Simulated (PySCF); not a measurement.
Input of a run (PBE0-D3(BJ)/def2-SVP geometry optimisation, gas phase (PySCF 2.14.0)), started from MMFF94s:
```
{"job": {"xc": "PBE0", "basis": "def2-SVP", "d3": "d3bj", "grid": 1, "kind": "geom"}, "charge": 0, "multiplicity": 1}
C      1.856246     0.442089     0.457831
C      0.660917    -0.409929     0.202577
S      0.337674    -0.893739    -1.423955
C     -0.573392     0.178272    -0.421500
C     -1.925917    -0.257687     0.026290
H      1.766257     0.921063     1.438339
H      1.981700     1.234303    -0.288727
H      2.765933    -0.167572     0.465914
H      0.551620    -1.187383     0.948860
H     -0.563299     1.218296    -0.724096
H     -1.953714    -1.308374     0.336092
H     -2.657998    -0.118108    -0.776118
H     -2.246028     0.348768     0.879900
```

Output (energies in Eh, forces in Eh/bohr):
```
step   0  E = -554.85336714  max force = 0.058826
step   1  E = -554.86163312  max force = 0.008289
step   2  E = -554.86195300  max force = 0.004834
step   3  E = -554.86202713  max force = 0.002719
step   4  E = -554.86211742  max force = 0.000711
step   5  E = -554.86212669  max force = 0.000273
optimisation converged
```

Question: Summarise the run.

Answer: The energy falls by 23.0 kJ/mol over 6 energy and gradient evaluations, the largest force component goes from 0.0588 to 2.7e-04 Eh/bohr, and the atoms move by 0.049 Å rms after alignment. Among the bonds, C2–S3 and S3–C4 change most and about equally (+0.094 Å). Bonds longer at the end by more than 0.005 Å: 8 of 13; shorter: 1. Among the angles that change most is C2–C4–H10, from 119.0° to 114.9°. The energy never rose by more than 1e-6 Eh on the way. The first step brought 94 % of the lowering.

Question: What are the final bond lengths?

Answer: C1–C2 1.503 Å, C2–S3 1.821 Å, S3–C4 1.821 Å, C4–C5 1.503 Å, C2–C4 1.481 Å, C1–H6 1.103 Å, C1–H7 1.100 Å, C1–H8 1.100 Å, C2–H9 1.098 Å, C4–H10 1.098 Å, C5–H11 1.100 Å, C5–H12 1.100 Å, C5–H13 1.103 Å. Numbering counts from 1 in the input's order; the species is trans-2,3-dimethylthiirane (`C[C@@H]1S[C@H]1C`).

The run used 114 basis functions and 38 SCF cycles in all. Hardware: one thread of an Arm Neoverse V1, shared host with 32 logical CPUs at a one-minute load of 18. Cost: 25 s of wall time, 0.47 GiB resident at most.

No frequency check.
